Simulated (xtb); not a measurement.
xtb job for C2H6OS, SMILES CS(C)=O, GFN2-xTB. 

```
$ xtb mol.xyz --gfn 2 --sp --chrg 0 --uhf 0 --json
$ cat mol.xyz
10

C     -1.19844827     0.69353319    -0.79641630
S      0.00611620    -0.51718914    -0.08294593
C      1.45490068     0.62902626    -0.19686263
O     -0.31731894    -0.61211507     1.33930925
H     -2.17692788     0.22458966    -0.79043230
H     -0.90192805     0.92214265    -1.81331251
H     -1.21836733     1.58733175    -0.18296953
H      1.24383454     1.53613639     0.35783019
H      2.30779968     0.12256473     0.24260259
H      1.64756691     0.84382491    -1.24138382
```

Program output:

```
[banner left out]
          |                Calculation Setup                |
           -------------------------------------------------



           -------------------------------------------------
          |                 G F N 2 - x T B                 |
           -------------------------------------------------

        Reference                      10.1021/acs.jctc.8b01176
      * Hamiltonian:
        H0-scaling (s, p, d)           1.850000    2.230000    2.230000
        zeta-weighting                 0.500000
      * Dispersion:
        s8                             2.700000
        a1                             0.520000
        a2                             5.000000
        s9                             5.000000
      * Repulsion:
        kExp                           1.500000    1.000000
        rExp                           1.000000
      * Coulomb:
        alpha                          2.000000
        third order                    shell-resolved
        anisotropic                    true
        a3                             3.000000
        a5                             4.000000
        cn-shift                       1.200000
        cn-exp                         4.000000
        max-rad                        5.000000


          ...................................................
          :                      SETUP                      :
          :.................................................:
          :  # basis functions                  28          :
          :  # atomic orbitals                  27          :
          :  # shells                           15          :
          :  # electrons                        26          :
          :  max. iterations                   250          :
          :  Hamiltonian                  GFN2-xTB          :
          :  restarted?                      false          :
          :  GBSA solvation                  false          :
          :  PC potential                    false          :
          :  electronic temp.          300.0000000     K    :
          :  accuracy                    1.0000000          :
          :  -> integral cutoff          0.2500000E+02      :
          :  -> integral neglect         0.1000000E-07      :
          :  -> SCF convergence          0.1000000E-05 Eh   :
          :  -> wf. convergence          0.1000000E-03 e    :
          :  Broyden damping             0.4000000          :
          :  net charge                          0          :
          :  unpaired electrons                  0          :
          ...................................................

 iter      E             dE          RMSdq      gap      omega  full diag
   1    -14.7317979 -0.147318E+02  0.499E+00    5.83       0.0  T
   2    -14.7549416 -0.231437E-01  0.291E+00    5.22       1.0  T
   3    -14.7564145 -0.147291E-02  0.109E+00    5.12       1.0  T
   4    -14.7569636 -0.549135E-03  0.412E-01    5.03       1.0  T
   5    -14.7570011 -0.374359E-04  0.115E-01    5.07       1.0  T
   6    -14.7570143 -0.132659E-04  0.789E-02    5.06       1.0  T
   7    -14.7570189 -0.457303E-05  0.201E-02    5.06       1.6  T
   8    -14.7570204 -0.146019E-05  0.494E-03    5.06       6.4  T
   9    -14.7570204 -0.114106E-07  0.636E-04    5.06      49.7  T
  10    -14.7570204 -0.819268E-09  0.159E-04    5.06     198.5  T

   *** convergence criteria satisfied after 10 iterations ***

         #    Occupation            Energy/Eh            Energy/eV
      -------------------------------------------------------------
         1        2.0000           -0.7507839             -20.4299
       ...           ...                  ...                  ...
         7        2.0000           -0.5172469             -14.0750
         8        2.0000           -0.4949262             -13.4676
         9        2.0000           -0.4905819             -13.3494
        10        2.0000           -0.4784485             -13.0192
        11        2.0000           -0.4650804             -12.6555
        12        2.0000           -0.4056007             -11.0370
        13        2.0000           -0.3831521             -10.4261 (HOMO)
        14                         -0.1972055              -5.3662 (LUMO)
        15                         -0.1541386              -4.1943
        16                         -0.0642270              -1.7477
        17                         -0.0011060              -0.0301
        18                          0.0688966               1.8748
       ...                                ...                  ...
        27                          0.9236391              25.1335
      -------------------------------------------------------------
                  HL-Gap            0.1859466 Eh            5.0599 eV
             Fermi-level           -0.2901788 Eh           -7.8962 eV

 SCC (total)                   0 d,  0 h,  0 min,  0.007 sec
 SCC setup                      ...        0 min,  0.000 sec (  1.564%)
 Dispersion                     ...        0 min,  0.000 sec (  0.870%)
 classical contributions        ...        0 min,  0.000 sec (  0.350%)
 integral evaluation            ...        0 min,  0.001 sec ( 15.975%)
 iterations                     ...        0 min,  0.004 sec ( 53.204%)
 molecular gradient             ...        0 min,  0.002 sec ( 25.522%)
 printout                       ...        0 min,  0.000 sec (  2.300%)

         :::::::::::::::::::::::::::::::::::::::::::::::::::::
         ::                     SUMMARY                     ::
         :::::::::::::::::::::::::::::::::::::::::::::::::::::
         :: total energy             -14.621179059730 Eh    ::
         :: gradient norm              0.000246723195 Eh/a0 ::
         :: HOMO-LUMO gap              5.059865100568 eV    ::
         ::.................................................::
         :: SCC energy               -14.757017927145 Eh    ::
         :: -> isotropic ES            0.040031950578 Eh    ::
         :: -> anisotropic ES          0.002281402136 Eh    ::
         :: -> anisotropic XC          0.005951195920 Eh    ::
         :: -> dispersion             -0.005134412449 Eh    ::
         :: repulsion energy           0.135838867414 Eh    ::
         :: add. restraining           0.000000000000 Eh    ::
         :: total charge               0.000000000000 e     ::
         :::::::::::::::::::::::::::::::::::::::::::::::::::::

           -------------------------------------------------
          |                Property Printout                |
           -------------------------------------------------

    * Orbital Energies and Occupations

         #    Occupation            Energy/Eh            Energy/eV
      -------------------------------------------------------------
         1        2.0000           -0.7507839             -20.4299
         2        2.0000           -0.6342625             -17.2592
         3        2.0000           -0.6127768             -16.6745
         4        2.0000           -0.6017003             -16.3731
         5        2.0000           -0.5201554             -14.1541
         6        2.0000           -0.5190444             -14.1239
         7        2.0000           -0.5172469             -14.0750
         8        2.0000           -0.4949262             -13.4676
         9        2.0000           -0.4905819             -13.3494
        10        2.0000           -0.4784485             -13.0192
        11        2.0000           -0.4650804             -12.6555
        12        2.0000           -0.4056007             -11.0370
        13        2.0000           -0.3831521             -10.4261 (HOMO)
        14                         -0.1972055              -5.3662 (LUMO)
        15                         -0.1541386              -4.1943
        16                         -0.0642270              -1.7477
        17                         -0.0011060              -0.0301
        18                          0.0688966               1.8748
        19                          0.0984416               2.6787
        20                          0.1445084               3.9323
        21                          0.1555462               4.2326
        22                          0.2057615               5.5991
        23                          0.2099189               5.7122
        24                          0.2292051               6.2370
       ...                                ...                  ...
        27                          0.9236391              25.1335
      -------------------------------------------------------------
                  HL-Gap            0.1859466 Eh            5.0599 eV
             Fermi-level           -0.2901788 Eh           -7.8962 eV

     #   Z          covCN         q      C6AA      α(0)
     1   6 C        3.741    -0.135    23.179     6.869
     2  16 S        2.791     0.393   126.059    18.897
     3   6 C        3.741    -0.135    23.180     6.869
     4   8 O        0.860    -0.487    23.492     6.498
     5   1 H        0.925     0.063     2.161     2.299
     6   1 H        0.925     0.052     2.296     2.370
     7   1 H        0.925     0.067     2.120     2.277
     8   1 H        0.925     0.067     2.122     2.278
     9   1 H        0.925     0.064     2.157     2.297
    10   1 H        0.925     0.052     2.298     2.371

 Mol. C6AA /au·bohr⁶  :       1187.033099
 Mol. C8AA /au·bohr⁸  :      33237.356419
 Mol. α(0) /au        :         53.024011


Wiberg/Mayer (AO) data.
largest (>0.10) Wiberg bond orders for each atom

 ---------------------------------------------------------------------------
     #   Z sym  total        # sym  WBO       # sym  WBO       # sym  WBO
 ---------------------------------------------------------------------------
     1   6 C    3.988 --     6 H    0.985     5 H    0.981     7 H    0.980
                             2 S    0.948
     2  16 S    3.770 --     4 O    1.829     3 C    0.948     1 C    0.948
     3   6 C    3.988 --    10 H    0.985     9 H    0.981     8 H    0.980
                             2 S    0.948
     4   8 O    2.002 --     2 S    1.829
     5   1 H    0.996 --     1 C    0.981
     6   1 H    0.997 --     1 C    0.985
     7   1 H    0.996 --     1 C    0.980
     8   1 H    0.996 --     3 C    0.980
     9   1 H    0.996 --     3 C    0.981
    10   1 H    0.997 --     3 C    0.985
 ---------------------------------------------------------------------------

Topologies differ in total number of bonds
Writing topology from bond orders to xtbtopo.mol

molecular dipole:
                 x           y           z       tot (Debye)
 q only:        0.323       0.450      -1.383
   full:        0.326       0.829      -1.355       4.120
molecular quadrupole (traceless):
                xx          xy          yy          xz          yz          zz
 q only:        2.555      -0.499       1.058       1.524       2.004      -3.613
  q+dip:        3.129      -0.605       0.712       1.726       2.372      -3.841
   full:        3.569      -0.528       0.601       1.898       1.969      -4.170


           -------------------------------------------------
          | TOTAL ENERGY              -14.621179059730 Eh   |
          | GRADIENT NORM               0.000246723195 Eh/α |
          | HOMO-LUMO GAP               5.059865100568 eV   |
           -------------------------------------------------

------------------------------------------------------------------------
------------------------------------------------------------------------
 total:
 SCF:
Note: The following floating-point exceptions are signalling: IEEE_UNDERFLOW_FLAG IEEE_DENORMAL
normal termination of xtb
```

The calculation finished and met its thresholds.
